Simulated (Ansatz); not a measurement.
Basis-set extrapolation for `CN(C)N` (PBE0-D4/def2-TZVP geometry, frozen core, the Gaussian-basis code of Ansatz). Multiplicity 1, RHF reference.

```json
{"": "HF", "def2-TZVPP": "-189.315121", "def2-QZVPP": "-189.324579"}
{"": "MP2 correlation", "def2-TZVPP": "-0.785939", "def2-QZVPP": "-0.838541"}
{"": "CCSD(T) correlation", "def2-TZVPP": "-0.856244", "def2-QZVPP": "-0.902976"}
```

Energies in hartree. Use E(X) = E(∞) + A·exp(−7.88·√X) for Hartree–Fock and E(X) = E(∞) + B·X^(−2.97) for correlation, with X = 3 and 4.

Problem. What is the CCSD(T) energy at the basis-set limit?

Solution. HF limit: -189.324579 + (-0.009458) × 0.13774 = -189.32588. Correlation limit: -0.902976 + (-0.046732) × 0.74074 = -0.93759. Total: -190.26347 hartree, 241.8 kJ/mol below CCSD(T)/def2-TZVPP.
